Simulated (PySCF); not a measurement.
# Level sweep

Species: CClF3.
Geometry (PBE0-D3(BJ)/def2-SVP, Å), atoms numbered from 1 in this order:
```xyz
5
CClF3 angstrom
F     -0.6415   -0.2154   -1.1662
C     -0.0793    0.0008    0.0066
F     -0.4777    1.1732    0.4591
F     -0.4746   -0.9352    0.8464
Cl     1.6730   -0.0233   -0.1459
```

PySCF, dipoles from the SCF density, polarisabilities from static response with core orbitals frozen. Geometry: PBE0-D3(BJ)/def2-SVP; no solvent, vibrations or thermal averaging.

Reference dipole: 0.500 D (measured, gas; NIST CCCBDB Release 22 (SRD 101), experimental dipoles). Reference polarisability: 4.650 Å³ (measured, gas; NIST CCCBDB Release 22 (SRD 101), experimental polarizabilities). The anisotropy is √(½[(α1 − α2)² + (α2 − α3)² + (α3 − α1)²]).

| level | μ (D) | error (%) | α (Å³) | error (%) | anisotropy (Å³) |
| --- | --- | --- | --- | --- | --- |
| B3LYP/def2-SVPD | 0.346 | -30.9 | 4.64 | -0.2 | 1.17 |
| BHandHLYP/def2-SVPD | 0.446 | -10.9 | 4.41 | -5.2 | 1.11 |
| CAM-B3LYP/def2-SVPD | 0.389 | -22.3 | 4.58 | -1.5 | 1.14 |
| wB97X-D/def2-SVPD | 0.296 | -40.8 | 4.55 | -2.1 | 1.14 |
| LC-wPBE/def2-SVPD | 0.313 | -37.4 | 4.52 | -2.7 | 1.11 |
| PBE0/6-31G* | 0.010 | -98.0 | 3.18 | -31.6 | 1.62 |
| PBE0/def2-SVP | 0.240 | -51.9 | 2.94 | -36.7 | 1.41 |
| PBE0/6-31+G* | 0.316 | -36.8 | 3.93 | -15.4 | 1.47 |
| PBE0/aug-cc-pVDZ | 0.272 | -45.6 | 4.51 | -3.0 | 1.24 |
| PBE0/def2-TZVP | 0.303 | -39.4 | 3.92 | -15.8 | 1.37 |
| PBE0/def2-TZVPD | 0.310 | -37.9 | 4.66 | +0.3 | 1.18 |
| PBE0/aug-cc-pVTZ | 0.294 | -41.2 | 4.63 | -0.4 | 1.20 |

For the dipole, the smallest error is 10.9% (BHandHLYP/def2-SVPD) and the largest 98.0% (PBE0/6-31G*). Even the closest misses by 11%. For the polarisability, the smallest error is 0.2% (B3LYP/def2-SVPD) and the largest 36.7% (PBE0/def2-SVP). The dipole runs from 0.01 D (PBE0/6-31G*) to 0.45 D (BHandHLYP/def2-SVPD). In one basis (def2-SVPD) the functionals order the polarisability from BHandHLYP (lowest) to B3LYP (highest), a spread of 5%. With PBE0 the polarisability is 3.35 Å³ without diffuse functions (mean of 6-31G*, def2-SVP and def2-TZVP) and 4.44 Å³ with them (mean of 6-31+G*, aug-cc-pVDZ, def2-TZVPD and aug-cc-pVTZ). Measured values can belong to vibrating molecules; the computed ones are for one fixed geometry.
